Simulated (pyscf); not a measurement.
Optimised with ωB97X-D3(BJ)/def2-SVP in PySCF. Correlated levels are frozen-core, on RHF or UHF. ΔMP2 is the change of the MP2 total energy from the triple- to the quadruple-zeta basis.

SMILES: FB
```xyz
4

B      0.6289    -0.3034     0.2205
F      1.3827     0.4675    -0.5454
H      0.9699    -0.4587     1.3704
H     -0.3528    -0.8037    -0.2784
```

List the bond dissociation enthalpies at 298 K of H₂B–F from CCSD(T)/def2-TZVPP + ΔMP2(QZVPP), from the weakest bond up.

B–H to [HB–F]• + H•: 104.5 kcal/mol; B–F to BH₂• + F•: 168.7 kcal/mol. Ring and multiple bonds, and those that leave no two simple radicals, are not listed. The radicals are drawn with the spin at the cut bond; how far it spreads was not checked. The CCSD(T) − MP2 part came from Ansatz, without density fitting, on the same reference. Left out: the spin-orbit lowering of F.
